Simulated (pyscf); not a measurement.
## Insertion: HO–Si:–OH [singlet] + hydrogen fluoride (HF) → HO–SiH(OH)–F

Gas phase, singlet surface, charge 0. Bonds broken: F6–H7. Bonds formed: Si2–F6, Si2–H7. Optimised with ωB97X-D3(BJ)/def2-SVP in PySCF. MP2 and CC: frozen core, UHF for open shells. ΔMP2 is the change of the MP2 total energy from the triple- to the quadruple-zeta basis.

Transition state (Å):

```xyz
7

O     -1.0740     0.9750    -0.4733
Si    -0.8758    -0.6410    -0.8047
O      0.7630    -0.8117    -0.8596
H     -1.9791     1.2995    -0.4117
H      1.2713    -0.0570    -0.5338
F     -1.4314    -1.5174     0.8647
H     -1.8394    -1.8181    -0.2122
```

One imaginary mode, 1328i cm⁻¹; descent along it reached the two sides named.

```tsv
bond	change	reactant side (Å)	saddle	product side
F6–H7	breaks	0.914	1.190	2.492
Si2–F6	forms	2.7	1.966	1.625
Si2–H7	forms	2.8	1.633	1.472
```

Electronic energies relative to the separated reactants (kcal/mol):

```
level                             barrier  reaction energy  reverse barrier
--------------------------------  -------  ---------------  ---------------
ωB97X-D3(BJ)/def2-TZVP               16.7            -72.9             89.7
PBE/def2-TZVP                        10.0            -65.7             75.6
r²SCAN/def2-TZVP                      9.9            -74.6             84.6
B3LYP-D3(BJ)/def2-TZVP               16.1            -69.4             85.5
PBE0-D3(BJ)/def2-TZVP                14.2            -70.7             84.9
M06-2X/def2-TZVP                     19.0            -72.2             91.3
ωB97M-D3(BJ)/def2-TZVP               18.3            -68.6             86.8
HF/def2-TZVP                         34.2            -76.0            110.2
MP2/def2-QZVPP                       18.2            -72.3             90.6
CCSD/def2-TZVPP                      24.0            -69.8             93.8
CCSD(T)/def2-TZVPP                   21.0            -69.1             90.0
CCSD(T)/def2-TZVPP + ΔMP2(QZVPP)     20.4            -69.5             89.9
```

With CCSD(T)/def2-TZVPP + ΔMP2(QZVPP) energies and thermal terms (ideal gas, 1 atm, RRHO with modes under 100 cm⁻¹ raised to 100, one conformer, R ln 2 for chiral ones without a mode under 150 cm⁻¹), in kcal/mol:

```
T (K)   ΔH‡   ΔG‡     ΔH     ΔG
-----  ----  ----  -----  -----
298    18.5  27.7  -68.9  -59.5
600    18.4  37.2  -68.8  -50.0
900    18.8  46.4  -68.2  -40.8
1200   19.3  55.6  -67.3  -31.8
```

The same reactants have a lower exit, to H₂O + HO–Si:–F [singlet] (barrier +4.7 kcal/mol at ωB97M-D3(BJ), against +18.3 kcal/mol here). This is the saddle that the search found; another between the same sides may lie lower. The CCSD(T) − MP2 part came from Ansatz, without density fitting, on the same reference.
